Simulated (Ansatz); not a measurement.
# CH₂Mg (triplet): from a generated start to a stationary point

Aim: relax a generated start of CH₂Mg (triplet) and see which bonds hold.

Program: Ansatz 0.2.0, Gaussian basis. Level of theory: UKS PBE0/def2-TZVP. These are calculated values, not measurements.

## Step 1: Starting geometry

4 atoms, charge 0, spin multiplicity 3.

Atoms are counted from 1 here; the program's logs count them from 0.

Bond lengths: C1–Mg2 2.028 Å, C1–H3 1.099 Å, Mg2–H4 1.633 Å. Angles: Mg2–C1–H3 125.6°, C1–Mg2–H4 149.2°.

As a file:

```
C    -1.2436    0.5501   -0.0028
Mg    0.5823   -0.3318    0.0017
H    -1.4313    1.6331   -0.0084
H     2.2089   -0.1881    0.0010
```

The start was built by rule and, where that kept it together, relaxed with GFN2-xTB. Sticks and bond lists go by distance. 

## Step 2: The run

File in.yaml:

```yaml
crystal:
  periodic: [false, false, false]
  atoms:
    - {symbol: C, position_ang: [-1.243629, 0.550119, -0.002820]}
    - {symbol: Mg, position_ang: [0.582308, -0.331774, 0.001701]}
    - {symbol: H, position_ang: [-1.431256, 1.633055, -0.008380]}
    - {symbol: H, position_ang: [2.208945, -0.188071, 0.000957]}
basis:
  gaussian: {orbitals: def2-TZVP}
magnetization: {spin_polarized: true, initial_magnetization: 2}
hamiltonian: {xc: pbe0}
relax: {f_tol: 0.004, max_steps: 80}
```

The run is started by

```bash
$ ansatz run in.yaml --threads 1 --pin off --events-out ev --progress --plain --max-ram 2176MiB
```

**Question.** What will these runs give? Wanted: energy gained; shift from the start; total energy; dipole moment; ⟨S²⟩.

As calculated:

| quantity | value |
| --- | --- |
| steps | 7 |
| energy gained | 0.390 eV |
| shift from the start (rms) | 0.503 Å |
| total energy | -6505.9702 eV |
| dipole moment | 0.33 D |
| ⟨S²⟩ | 2.009 |

In words: The bonds of the start are those of the end. Mg2–H4 went from 1.633 to 1.697 Å. No vibrations were run, so this is a stationary point, not a proven minimum, and this spin need not be the ground state's.
